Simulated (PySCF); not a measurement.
# Fractional electron number in Ar (argon, neutral)

The 3p beta orbital of [Ar] is emptied in steps (occupation f), with all orbitals relaxed, ending at [Ne] 3s2 3p5. All numbers are calculated (PySCF 2.14, the non-relativistic Hamiltonian (point nucleus), in aug-cc-pV(D+d)Z (5s4p3d, 32 functions)). The exact energy is a straight line in f; departures are measured from the line between the end points of the same method.

| f | UHF (eV) | LDA (eV) | PBE (eV) | PBE0 (eV) | r2SCAN (eV) | LC-wPBE (eV) | BHandHLYP (eV) | wB97X (eV) | BLYP (eV) | M06-2X (eV) |
| --- | --- | --- | --- | --- | --- | --- | --- | --- | --- | --- |
| 1 | 0.000 | 0.000 | 0.000 | 0.000 | 0.000 | 0.000 | 0.000 | 0.000 | 0.000 | 0.000 |
| 0.75 | 0.260 | -1.067 | -1.032 | -0.714 | -0.951 | -0.167 | -0.406 | -0.235 | -1.038 | -0.439 |
| 0.5 | 0.333 | -1.431 | -1.379 | -0.952 | -1.251 | -0.220 | -0.547 | -0.313 | -1.390 | -0.591 |
| 0.25 | 0.241 | -1.078 | -1.033 | -0.712 | -0.922 | -0.161 | -0.414 | -0.233 | -1.046 | -0.425 |
| 0 | 0.000 | 0.000 | 0.000 | 0.000 | 0.000 | 0.000 | 0.000 | 0.000 | 0.000 | 0.000 |

For wB97X, how does the orbital energy at f = 1 compare with the removal energy?

−ε = 14.583 eV against a total-energy difference of 15.832 eV. By Janak's theorem ε = ∂E/∂f, so the gap between them reflects the curvature. Along the path −ε is 15.205 (f = 0.75), 15.840 (f = 0.5), 16.455 (f = 0.25) eV.

```tsv
method	E(f=0) − E(f=1) (eV)	−ε at f=1 (eV)	−ε at f=0.5 (eV)
UHF	14.674	16.116	14.626
LDA	16.045	10.399	16.015
PBE	15.776	10.293	15.775
PBE0	15.799	11.998	15.806
r2SCAN	15.877	10.761	15.959
LC-wPBE	15.870	14.981	15.883
BHandHLYP	15.701	13.562	15.679
wB97X	15.832	14.583	15.840
BLYP	15.657	10.154	15.637
M06-2X	15.831	13.549	15.861
```

Reference removal energy between the ground levels: 15.760 eV (measured; NIST Atomic Spectra Database, ionization energies). The calculation has no spin-orbit coupling. UHF lacks correlation.
